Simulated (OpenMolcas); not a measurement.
## A ladder of methods for BNH4 (SMILES BN)

BNH4: 6 atoms, total charge 0, spin state singlet. SMILES: `BN`. The shape is that of a PBE0-D4/def2-TZVP optimisation.

| atom | x (Å) | y (Å) | z (Å) |
| --- | --- | --- | --- |
| B | -0.1282 | -0.6796 | -0.0256 |
| N | 0.1461 | 0.6774 | 0.0108 |
| H | 0.2258 | -1.3680 | 0.8875 |
| H | -0.7120 | -1.1287 | -0.9692 |
| H | -0.1216 | 1.3137 | -0.7208 |
| H | 0.6320 | 1.1214 | 0.7713 |

Each level gives the energy change with the N2–H5 bond stretched from 1.006 to 2.515 Å (eV). The values are calculated.

```json
{"level": "HF/STO-3G (restricted)", "kind": "Hartree–Fock", "program": "OpenMolcas", "value (eV)": "10.49", "less FCI/STO-3G": "+5.03", "CPU time (all runs)": "3.5 s"}
{"level": "SVWN5/STO-3G (restricted)", "kind": "LDA", "program": "OpenMolcas", "value (eV)": "7.17", "less FCI/STO-3G": "+1.71", "CPU time (all runs)": "11 s"}
{"level": "PBE/STO-3G (restricted)", "kind": "GGA", "program": "OpenMolcas", "value (eV)": "6.84", "less FCI/STO-3G": "+1.38", "CPU time (all runs)": "10 s"}
{"level": "r2SCAN/STO-3G (restricted)", "kind": "meta-GGA", "program": "OpenMolcas", "value (eV)": "7.37", "less FCI/STO-3G": "+1.91", "CPU time (all runs)": "15 s"}
{"level": "M06-2X/STO-3G (restricted)", "kind": "hybrid meta-GGA", "program": "OpenMolcas", "value (eV)": "8.49", "less FCI/STO-3G": "+3.03", "CPU time (all runs)": "11 s"}
{"level": "MRCI(2,2)/STO-3G", "kind": "multireference", "program": "OpenMolcas", "value (eV)": "5.55", "less FCI/STO-3G": "+0.09", "CPU time (all runs)": "3.6 s"}
{"level": "ACPF/STO-3G (restricted)", "kind": "coupled cluster or CI", "program": "OpenMolcas", "value (eV)": "1.80", "less FCI/STO-3G": "-3.66", "CPU time (all runs)": "3.7 s"}
{"level": "FCI/STO-3G", "kind": "exact in the basis", "program": "OpenMolcas", "value (eV)": "5.46", "less FCI/STO-3G": "0.00", "CPU time (all runs)": "94 s"}
```

FCI/STO-3G is exact within its basis and frozen core, so for wave-function methods in that basis the difference is their error; functionals converge differently with the basis, so for them it is only a difference. Spin-restricted single references rise too steeply as a bond breaks, Hartree–Fock most of all. Perturbation and coupled-cluster corrections on them can overshoot downwards. The first shape isn't each level's own minimum. The values span 1.80 to 10.49 eV. All rows use very small basis sets, so even the best lies far from the true value. Times are those of the runs behind each value, whatever else they computed, on shared processors of several kinds: orders of magnitude only.
